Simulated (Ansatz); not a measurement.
Ansatz (an electronic-structure program) input (B3LYP-D3(BJ)/def2-TZVP):

Ansatz 0.2 input:
```yaml
crystal:
  periodic: [false, false, false]
  atoms:
    - {symbol: C, position_ang: [1.28821393, 0.13704514, 0.01192045]}
    - {symbol: C, position_ang: [0.00466619, 0.47258385, 0.00111358]}
    - {symbol: H, position_ang: [1.60232982, -0.90099925, 0.01239769]}
    - {symbol: H, position_ang: [2.07098219, 0.88456380, 0.02066987]}
    - {symbol: H, position_ang: [-0.26121508, 1.52666987, 0.00110742]}
    - {symbol: C, position_ang: [-1.13838143, -0.49205935, -0.01137507]}
    - {symbol: H, position_ang: [-0.78875001, -1.52536103, -0.01056700]}
    - {symbol: H, position_ang: [-1.78307485, -0.34713453, 0.86039285]}
    - {symbol: H, position_ang: [-1.76726422, -0.34315674, -0.89395457]}
basis:
  gaussian:
    orbitals: def2-TZVP
hamiltonian:
  xc: b3lyp
  dispersion: d3bj
phonons: {temperatures: {t_min: 298.15, t_max: 298.15, t_step: 100}}
```

Output:

```
Functional definition: B3LYP
integrals: 0.03 GiB planned
804 factors; their error is unknown
mean field: 0.41 GiB planned
mean field evaluation 1: about -3200.9251 eV, gradient 6.1e1 eV
mean field evaluation 2: about -3196.5315 eV, gradient 7.1e1 eV
mean field evaluation 4: about -3209.7325 eV, gradient 5.8e0 eV
mean field evaluation 8: about -3209.8113 eV, gradient 4.7e-2 eV
mean field evaluation 16: about -3209.7929 eV, gradient 1.2e-5 eV
mean field -3209.79287375 eV, -117.9577124345 hartree, gradient 1.2e-5 eV, S^2 0.000000; 0 other end points of the search recorded, 0 dependent functions left out
the calculation of the forces begins
reference -3209.79311699 eV, -117.9577213735 hartree; 12, 12 occupied and 117, 117 virtual orbitals, 804 factors
these checks for a lower state are left out or cut short: stability, starts, cluster_reference, orbital_swaps, neighbouring_geometries, increment
integrals: 0.03 GiB planned
804 factors; their error is unknown
mean field: 0.41 GiB planned
mean field -3209.79266089 eV, -117.9577046122 hartree, gradient 2.1e-6 eV, S^2 0.000000; 0 other end points of the search recorded, 0 dependent functions left out
the calculation of the forces begins
reference -3209.79290406 eV, -117.9577135486 hartree; 12, 12 occupied and 117, 117 virtual orbitals, 804 factors
these checks for a lower state are left out or cut short: stability, starts, cluster_reference, orbital_swaps, neighbouring_geometries, increment
integrals: 0.03 GiB planned
804 factors; their error is unknown
mean field: 0.41 GiB planned
mean field evaluation 32: about -3209.7926 eV, gradient 1.6e-6 eV
mean field -3209.79257811 eV, -117.9577015699 hartree, gradient 2.1e-6 eV, S^2 0.000000; 0 other end points of the search recorded, 0 dependent functions left out
the calculation of the forces begins
reference -3209.79282142 eV, -117.9577105115 hartree; 12, 12 occupied and 117, 117 virtual orbitals, 804 factors
these checks for a lower state are left out or cut short: stability, starts, cluster_reference, orbital_swaps, neighbouring_geometries, increment
integrals: 0.03 GiB planned
804 factors; their error is unknown
mean field: 0.41 GiB planned
mean field -3209.79275515 eV, -117.9577080762 hartree, gradient 2.1e-6 eV, S^2 0.000000; 0 other end points of the search recorded, 0 dependent functions left out
the calculation of the forces begins
reference -3209.79299838 eV, -117.9577170145 hartree; 12, 12 occupied and 117, 117 virtual orbitals, 804 factors
these checks for a lower state are left out or cut short: stability, starts, cluster_reference, orbital_swaps, neighbouring_geometries, increment
integrals: 0.03 GiB planned
804 factors; their error is unknown
mean field: 0.41 GiB planned
mean field -3209.79276323 eV, -117.9577083730 hartree, gradient 2.1e-6 eV, S^2 0.000000; 0 other end points of the search recorded, 0 dependent functions left out
the calculation of the forces begins
reference -3209.79300649 eV, -117.9577173127 hartree; 12, 12 occupied and 117, 117 virtual orbitals, 804 factors
these checks for a lower state are left out or cut short: stability, starts, cluster_reference, orbital_swaps, neighbouring_geometries, increment
integrals: 0.03 GiB planned
804 factors; their error is unknown
mean field: 0.41 GiB planned
mean field -3209.79262485 eV, -117.9577032877 hartree, gradient 2.1e-6 eV, S^2 0.000000; 0 other end points of the search recorded, 0 dependent functions left out
the calculation of the forces begins
reference -3209.79286815 eV, -117.9577122286 hartree; 12, 12 occupied and 117, 117 virtual orbitals, 804 factors
these checks for a lower state are left out or cut short: stability, starts, cluster_reference, orbital_swaps, neighbouring_geometries, increment
integrals: 0.03 GiB planned
[...]
these checks for a lower state are left out or cut short: stability, starts, cluster_reference, orbital_swaps, neighbouring_geometries, increment
integrals: 0.03 GiB planned
804 factors; their error is unknown
mean field: 0.41 GiB planned
mean field -3209.79269328 eV, -117.9577058023 hartree, gradient 2.1e-6 eV, S^2 0.000000; 0 other end points of the search recorded, 0 dependent functions left out
the calculation of the forces begins
reference -3209.79293659 eV, -117.9577147438 hartree; 12, 12 occupied and 117, 117 virtual orbitals, 804 factors
these checks for a lower state are left out or cut short: stability, starts, cluster_reference, orbital_swaps, neighbouring_geometries, increment
integrals: 0.03 GiB planned
804 factors; their error is unknown
mean field: 0.41 GiB planned
mean field -3209.79274245 eV, -117.9577076094 hartree, gradient 2.1e-6 eV, S^2 0.000000; 0 other end points of the search recorded, 0 dependent functions left out
the calculation of the forces begins
reference -3209.79298562 eV, -117.9577165459 hartree; 12, 12 occupied and 117, 117 virtual orbitals, 804 factors
these checks for a lower state are left out or cut short: stability, starts, cluster_reference, orbital_swaps, neighbouring_geometries, increment
integrals: 0.03 GiB planned
804 factors; their error is unknown
mean field: 0.41 GiB planned
mean field -3209.79271674 eV, -117.9577066644 hartree, gradient 2.1e-6 eV, S^2 0.000000; 0 other end points of the search recorded, 0 dependent functions left out
the calculation of the forces begins
reference -3209.79295994 eV, -117.9577156020 hartree; 12, 12 occupied and 117, 117 virtual orbitals, 804 factors
these checks for a lower state are left out or cut short: stability, starts, cluster_reference, orbital_swaps, neighbouring_geometries, increment
integrals: 0.03 GiB planned
804 factors; their error is unknown
mean field: 0.41 GiB planned
mean field evaluation 192: about -3209.8106 eV, gradient 4.8e-1 eV
mean field -3209.79270571 eV, -117.9577062592 hartree, gradient 2.1e-6 eV, S^2 0.000000; 0 other end points of the search recorded, 0 dependent functions left out
the calculation of the forces begins
reference -3209.79294899 eV, -117.9577151994 hartree; 12, 12 occupied and 117, 117 virtual orbitals, 804 factors
these checks for a lower state are left out or cut short: stability, starts, cluster_reference, orbital_swaps, neighbouring_geometries, increment
integrals: 0.03 GiB planned
804 factors; their error is unknown
mean field: 0.41 GiB planned
mean field -3209.79283437 eV, -117.9577109872 hartree, gradient 2.1e-6 eV, S^2 0.000000; 0 other end points of the search recorded, 0 dependent functions left out
the calculation of the forces begins
reference -3209.79307761 eV, -117.9577199263 hartree; 12, 12 occupied and 117, 117 virtual orbitals, 804 factors
these checks for a lower state are left out or cut short: stability, starts, cluster_reference, orbital_swaps, neighbouring_geometries, increment
integrals: 0.03 GiB planned
804 factors; their error is unknown
mean field: 0.41 GiB planned
mean field -3209.79286308 eV, -117.9577120425 hartree, gradient 2.1e-6 eV, S^2 0.000000; 0 other end points of the search recorded, 0 dependent functions left out
the calculation of the forces begins
reference -3209.79310632 eV, -117.9577209814 hartree; 12, 12 occupied and 117, 117 virtual orbitals, 804 factors
these checks for a lower state are left out or cut short: stability, starts, cluster_reference, orbital_swaps, neighbouring_geometries, increment
integrals: 0.03 GiB planned
804 factors; their error is unknown
mean field: 0.41 GiB planned
mean field -3209.79283137 eV, -117.9577108773 hartree, gradient 2.1e-6 eV, S^2 0.000000; 0 other end points of the search recorded, 0 dependent functions left out
the calculation of the forces begins
reference -3209.79307464 eV, -117.9577198171 hartree; 12, 12 occupied and 117, 117 virtual orbitals, 804 factors
these checks for a lower state are left out or cut short: stability, starts, cluster_reference, orbital_swaps, neighbouring_geometries, increment
integrals: 0.03 GiB planned
804 factors; their error is unknown
mean field: 0.41 GiB planned
mean field evaluation 224: about -3209.7925 eV, gradient 4.6e-1 eV
mean field -3209.79280919 eV, -117.9577100619 hartree, gradient 2.1e-6 eV, S^2 0.000000; 0 other end points of the search recorded, 0 dependent functions left out
the calculation of the forces begins
reference -3209.79305241 eV, -117.9577190000 hartree; 12, 12 occupied and 117, 117 virtual orbitals, 804 factors
these checks for a lower state are left out or cut short: stability, starts, cluster_reference, orbital_swaps, neighbouring_geometries, increment
integrals: 0.03 GiB planned
804 factors; their error is unknown
mean field: 0.41 GiB planned
mean field -3209.79280883 eV, -117.9577100489 hartree, gradient 2.1e-6 eV, S^2 0.000000; 0 other end points of the search recorded, 0 dependent functions left out
the calculation of the forces begins
reference -3209.79305202 eV, -117.9577189859 hartree; 12, 12 occupied and 117, 117 virtual orbitals, 804 factors
these checks for a lower state are left out or cut short: stability, starts, cluster_reference, orbital_swaps, neighbouring_geometries, increment
integrals: 0.03 GiB planned
804 factors; their error is unknown
mean field: 0.41 GiB planned
mean field -3209.79285093 eV, -117.9577115961 hartree, gradient 2.1e-6 eV, S^2 0.000000; 0 other end points of the search recorded, 0 dependent functions left out
the calculation of the forces begins
reference -3209.79309423 eV, -117.9577205370 hartree; 12, 12 occupied and 117, 117 virtual orbitals, 804 factors
these checks for a lower state are left out or cut short: stability, starts, cluster_reference, orbital_swaps, neighbouring_geometries, increment
integrals: 0.03 GiB planned
804 factors; their error is unknown
mean field: 0.41 GiB planned
mean field -3209.79285173 eV, -117.9577116253 hartree, gradient 2.1e-6 eV, S^2 0.000000; 0 other end points of the search recorded, 0 dependent functions left out
the calculation of the forces begins
reference -3209.79309497 eV, -117.9577205643 hartree; 12, 12 occupied and 117, 117 virtual orbitals, 804 factors
these checks for a lower state are left out or cut short: stability, starts, cluster_reference, orbital_swaps, neighbouring_geometries, increment
integrals: 0.03 GiB planned
804 factors; their error is unknown
mean field: 0.41 GiB planned
mean field evaluation 256: about -3209.7929 eV, gradient 2.1e-6 eV
mean field -3209.79286357 eV, -117.9577120605 hartree, gradient 2.1e-6 eV, S^2 0.000000; 0 other end points of the search recorded, 0 dependent functions left out
the calculation of the forces begins
reference -3209.79310681 eV, -117.9577209994 hartree; 12, 12 occupied and 117, 117 virtual orbitals, 804 factors
these checks for a lower state are left out or cut short: stability, starts, cluster_reference, orbital_swaps, neighbouring_geometries, increment
integrals: 0.03 GiB planned
804 factors; their error is unknown
mean field: 0.41 GiB planned
mean field -3209.79281171 eV, -117.9577101545 hartree, gradient 2.1e-6 eV, S^2 0.000000; 0 other end points of the search recorded, 0 dependent functions left out
the calculation of the forces begins
reference -3209.79305501 eV, -117.9577190958 hartree; 12, 12 occupied and 117, 117 virtual orbitals, 804 factors
these checks for a lower state are left out or cut short: stability, starts, cluster_reference, orbital_swaps, neighbouring_geometries, increment
integrals: 0.03 GiB planned
804 factors; their error is unknown
mean field: 0.41 GiB planned
mean field -3209.79279777 eV, -117.9577096425 hartree, gradient 2.1e-6 eV, S^2 0.000000; 0 other end points of the search recorded, 0 dependent functions left out
the calculation of the forces begins
reference -3209.79304095 eV, -117.9577185792 hartree; 12, 12 occupied and 117, 117 virtual orbitals, 804 factors
Total energy: -3210.01234451 eV, -117.9657778364 hartree
Atom 0 at     1.288214     0.137045     0.011920 Å, force    -0.000177    -0.001338    -0.000005 eV/Å
Atom 1 at     0.004666     0.472584     0.001114 Å, force    -0.001246     0.000375    -0.000010 eV/Å
Atom 2 at     1.602330    -0.900999     0.012398 Å, force     0.000172     0.000485     0.000003 eV/Å
Atom 3 at     2.070982     0.884564     0.020670 Å, force    -0.000593     0.000126    -0.000005 eV/Å
Atom 4 at    -0.261215     1.526670     0.001107 Å, force     0.000713     0.000072     0.000007 eV/Å
Atom 5 at    -1.138381    -0.492059    -0.011375 Å, force     0.000697     0.000050     0.000006 eV/Å
Atom 6 at    -0.788750    -1.525361    -0.010567 Å, force     0.000115     0.000342     0.000002 eV/Å
Atom 7 at    -1.783075    -0.347135     0.860393 Å, force     0.000160    -0.000055    -0.000181 eV/Å
Atom 8 at    -1.767264    -0.343157    -0.893955 Å, force     0.000157    -0.000056     0.000184 eV/Å
Dipole moment:    -0.084591    -0.006847    -0.000778 e Å
Vibrations: 206.18 427.92 591.99 927.49 946.06 951.89 1026.74 1074.34 1194.57 1332.17 1410.22 1453.09 1479.35 1494.32 1712.62 3019.17 3061.02 3096.07 3128.30 3134.21 3215.15 cm⁻¹, zero-point energy 2.162463 eV
```
